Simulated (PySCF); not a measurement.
C6H12.
Cartesian coordinates in Å at the PBE0-D3(BJ)/def2-SVP level; atoms count from 1:
```
atom  x, y, z in Å
C1     1.3162   -0.6177   -0.1553
C2     1.1657    0.8349    0.2875
C3    -0.1274    1.4487   -0.2417
C4    -1.3436    0.6159    0.1533
C5    -1.1931   -0.8368   -0.2894
C6     0.1000   -1.4506    0.2398
H7     1.4343   -0.6498   -1.2540
H8     2.2357   -1.0552    0.2667
H9     2.0351    1.4287   -0.0387
H10    1.1596    0.8767    1.3922
H11   -0.2371    2.4849    0.1180
H12   -0.0736    1.5082   -1.3443
H13   -2.2631    1.0534   -0.2688
H14   -1.4619    0.6481    1.2520
H15   -2.0626   -1.4306    0.0369
H16   -1.1871   -0.8786   -1.3941
H17    0.2097   -2.4867   -0.1200
H18    0.0463   -1.5101    1.3424
```

Computed, not measured: PBE0-D3(BJ)/def2-SVP geometry optimisation, gas phase in PySCF 2.14.0.

Take the most abundant isotopes and a rigid rotor. The values belong to one conformer with, in the numbering `[CH2:1]1[CH2:2][CH2:3][CH2:4][CH2:5][CH2:6]1`, C6–C1–C2–C3 -55°, C1–C2–C3–C4 55°, C2–C3–C4–C5 -55°, C3–C4–C5–C6 55°.

**Question.** What are A, B and C (MHz)?

**Answer.** Ia = 116.74, Ib = 116.76, Ic = 204.31 u·Å²; 505379 MHz·u·Å²/I gives A = 4329, B = 4328, C = 2474 MHz.

**Question.** Classify the top.

**Answer.** An oblate symmetric top, as the point group D3d requires two equal moments; the computed ones differ by 0.02 % because the geometry is symmetric only within the optimiser's tolerance; Ray's κ = 0.999.

**Question.** What does the inertial defect say?

**Answer.** Not planar: Δ = Ic − Ia − Ib = -29.19 u·Å². For a rigid frame Δ = −2 Σ m c², so Σ m c² = 14.59 u·Å² lies off the ab plane: 10.85 from hydrogen and 3.75 from heavier atoms. The atom farthest from that plane is 1.33 Å away.

**Question.** Give the other two planar moments, Paa and Pbb, and the rms extents of the mass along the axes.

**Answer.** Paa = Σ m a² = (Ib + Ic − Ia)/2 = 102.16 and Pbb = Σ m b² = (Ia + Ic − Ib)/2 = 102.14 u·Å². With the mass M = 84.09 u, the rms extents √(P/M) along a, b and c are 1.10, 1.10, 0.42 Å.

The point group D3d allows no dipole (computed: 0.00 D), so a rigid rotor has no electric-dipole lines.

**Question.** Estimate the classical rotational partition function at 25 K, 200 K and 500 K.

**Answer.** Point group D3d, symmetry number σ = 6; q = (√π/σ)·√((kT/h)³/(ABC)), k/h = 20836.6 MHz/K: 516 at 25 K, 11700 at 200 K, 46100 at 500 K.

Stationary, but not proved a minimum. Zero-point vibration and centrifugal distortion are left out.
